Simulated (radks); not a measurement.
# S⁴⁺ in [He] 2p6 3s2 3d2: an all-electron calculation

The task here is to estimate one member of a computed series from the others.

The numbers are computed with radks (a radial shooting solver on a logarithmic mesh, Libxc functionals) version 1 (non-relativistic Kohn-Sham, TPSS, spin-polarised, spherical densities, point nucleus; open shells are filled with parallel spins first), except any that are marked as measured or tabulated.

**Starting point**

| Property | Result |
| --- | --- |
| element | sulfur (Z = 16) |
| charge | +4 |
| electrons | 12 |
| configuration | [He] 2p6 3s2 3d2 |

Outer shells as boxes (Hund's rule):

S⁴⁺
```
[He] core
2p [↑↓][↑↓][↑↓]
3s [↑↓]
3d [↑ ][↑ ][  ][  ][  ]
```

Set-up of the first run:

Settings of this run:

```text
Z 16
configuration [He] 2p6 3s2 3d2
relativity non-relativistic
functional tpss,tpss
spin polarised
nucleus point
```

Started as:

```sh
> python run_ks.py task.json out
```

This one command runs every case of the session in turn.

One table of the session follows, with a row left open; its other results are not shown here.

It belongs to the step «Orbitals and density». Radial moments (bohr):

```
  level      <r>  outermost maximum (interpolated)  90 % within
1s down  0.09705                            0.0637        0.173
  1s up  0.09705                            0.0637        0.173
  2p up        ?                                 ?            ?
2p down   0.4147                             0.314        0.682
  3s up    1.340                              1.20         1.96
3s down    1.350                              1.21         1.98
  3d up    1.452                              1.19         2.27
3d down    1.489                              1.21         2.35
```

Q: Estimate the row for 2p up from the others.

As computed: <r>: 0.4163; outermost maximum (interpolated): 0.315; 90 % within: 0.685. In the column «<r>» it lies between 2p down (0.4147) and 3s up (1.340).
